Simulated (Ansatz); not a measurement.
# C₂H₅Si+: one structure at several levels

A test off equilibrium: a structure displaced at random from a GFN2-xTB minimum is computed at several levels, and each is set against CCSD(T).

Computed with Ansatz 0.2.0, Gaussian basis. Level: single points in def2-TZVPP.

Cores are frozen in the correlated methods.

### Step 1. The system as given

SMILES `C[C+]=[SiH2]`, 8 atoms, charge 1, spin multiplicity 1.

Atoms are counted from 1 here; the program's logs count them from 0.

Bond lengths: C1–C2 1.382 Å, C1–H4 1.119 Å, C1–H5 1.077 Å, C1–H6 1.106 Å, C2–Si3 1.782 Å, Si3–H7 1.465 Å, Si3–H8 1.475 Å. Angles: C2–C1–H4 111.9°, C2–C1–H5 106.0°, C2–C1–H6 119.1°, H4–C1–H5 97.4°, H4–C1–H6 109.8°, H5–C1–H6 110.4°, C1–C2–Si3 154.1°, C2–Si3–H7 120.6°, C2–Si3–H8 112.0°, H7–Si3–H8 125.6°.

Geometry (Å):

| atom | x (Å) | y (Å) | z (Å) |
| --- | --- | --- | --- |
| C1 | -0.6886 | 1.0648 | -0.4038 |
| C2 | 0.0367 | -0.1037 | -0.2652 |
| Si3 | 0.8783 | -1.3675 | 0.6674 |
| H4 | -1.4680 | 0.9794 | -1.2017 |
| H5 | -0.0407 | 1.7571 | -0.9155 |
| H6 | -1.1247 | 1.5381 | 0.4961 |
| H7 | 2.3254 | -1.2956 | 0.8838 |
| H8 | 0.0425 | -2.5688 | 0.8503 |

### Step 2. CCSD(T)/def2-TZVPP

Input file run/in.yaml:

```yaml
crystal:
  periodic: [false, false, false]
  atoms:
    - {symbol: C, position_ang: [-0.688600, 1.064800, -0.403800]}
    - {symbol: C, position_ang: [0.036700, -0.103700, -0.265200]}
    - {symbol: Si, position_ang: [0.878300, -1.367500, 0.667400]}
    - {symbol: H, position_ang: [-1.468000, 0.979400, -1.201700]}
    - {symbol: H, position_ang: [-0.040700, 1.757100, -0.915500]}
    - {symbol: H, position_ang: [-1.124700, 1.538100, 0.496100]}
    - {symbol: H, position_ang: [2.325400, -1.295600, 0.883800]}
    - {symbol: H, position_ang: [0.042500, -2.568800, 0.850300]}
basis:
  gaussian: {orbitals: def2-TZVPP}
total_charge: 1
correlation: {method: ccsd_t}
output: {forces: true}
```

The command line of these runs was not kept.

### Step 3. PBE0-D4/def2-TZVPP

Changes to run/in.yaml since step 2:

```diff
@@ -14,3 +14,3 @@
 total_charge: 1
-correlation: {method: ccsd_t}
-output: {forces: true}
+hamiltonian: {xc: pbe0, dispersion: d4}
+output: {forces: true, orbitals: {seedname: orbitals}}
```

### Step 4. wB97M-V/def2-TZVPP

Changes to run/in.yaml since step 3:

```diff
@@ -14,3 +14,3 @@
 total_charge: 1
-hamiltonian: {xc: pbe0, dispersion: d4}
-output: {forces: true, orbitals: {seedname: orbitals}}
+hamiltonian: {xc: {name: wB97M-V}}
+output: {forces: true}
```

### Step 5. r2SCAN-D4/def2-TZVPP

Changes to run/in.yaml since step 4:

```diff
@@ -14,3 +14,3 @@
 total_charge: 1
-hamiltonian: {xc: {name: wB97M-V}}
+hamiltonian: {xc: r2scan, dispersion: d4}
 output: {forces: true}
```

### Step 6. PBE-D4/def2-TZVPP

Changes to run/in.yaml since step 5:

```diff
@@ -14,3 +14,3 @@
 total_charge: 1
-hamiltonian: {xc: r2scan, dispersion: d4}
+hamiltonian: {xc: pbe, dispersion: d4}
 output: {forces: true}
```

### Step 7. wB97X-V/def2-TZVPP

Changes to run/in.yaml since step 6:

```diff
@@ -14,3 +14,3 @@
 total_charge: 1
-hamiltonian: {xc: pbe, dispersion: d4}
+hamiltonian: {xc: {name: wB97X-V}}
 output: {forces: true}
```

### Step 8. r2SCAN0-D4/def2-TZVPP

Changes to run/in.yaml since step 7:

```diff
@@ -14,3 +14,3 @@
 total_charge: 1
-hamiltonian: {xc: {name: wB97X-V}}
+hamiltonian: {xc: {name: r2SCAN0}, dispersion: d4}
 output: {forces: true}
```

(Steps that only read results are left out.)

Q: Predict the outcome of this session. Wanted: energy less free atoms, CCSD(T)/def2-TZVPP; RMS force component; RMS force error; HOMO and LUMO, PBE0-D4; T1 diagnostic.

**Answer**, as computed:

```
                                  quantity                                                                                              value
energy less free atoms, CCSD(T)/def2-TZVPP                                                                                         -19.097 eV
                       RMS force component                                                               0.696 to 0.820 eV/Å over the methods
                           RMS force error  PBE0-D4 0.226, wB97M-V 0.155, r2SCAN-D4 0.243, PBE-D4 0.306, wB97X-V 0.161, r2SCAN0-D4 0.215 eV/Å
                    HOMO and LUMO, PBE0-D4                                                                                -12.59 and -9.50 eV
                             T1 diagnostic                                                                                              0.025
```

**Reading.** Against CCSD(T) the functionals' energies less atoms differ by -1.358 to -0.415 eV, PBE-D4 by -1.358 eV. CCSD(T) in triple zeta still lacks some correlation energy of the bonds, so part of these gaps is its own basis error and they don't rank the functionals. On forces the order runs from wB97M-V to PBE-D4. Frozen-core CCSD(T) forces in triple zeta carry basis errors of their own, and this is one geometry, so small gaps rank nothing. The T1 diagnostic is large here, over the usual mark for main-group molecules (transition-metal compounds often pass it harmlessly), so CCSD(T) itself may be off. The restricted Hartree–Fock reference is unstable towards an unrestricted one at one or more of these structures.
